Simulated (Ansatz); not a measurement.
## fcc Rh

The numbers are results of PBE-D3(BJ) in Ansatz (plane waves, PAW), not measurements.

Run with plane-wave cutoff 500 eV, 32×32×32 k mesh, Fermi–Dirac smearing 0.1 eV, no spin polarisation, scalar-relativistic PAW data made under PBE.

Cell: relaxed at this level.

```json
{
 "volume_per_atom": "13.66 Å³/atom",
 "equilibrium_lattice_constant_a": "3.795 Å"
}
```

Measured, for comparison: equilibrium volume per atom 13.65 Å³/atom, lattice constant a 3.794 Å (static lattice: zero-point anharmonic expansion removed; as tabulated in Mejia-Rodriguez and Trickey (2018), arXiv:1807.09216). Computed (rounded) less measured: equilibrium volume per atom +0.1 %, lattice constant a 0.0 %.

The computed numbers hold no vibrational or temperature effects.

Cost on a shared machine: around 50 core-seconds (rough).

Ansatz is a quantum-chemistry and plane-wave program.
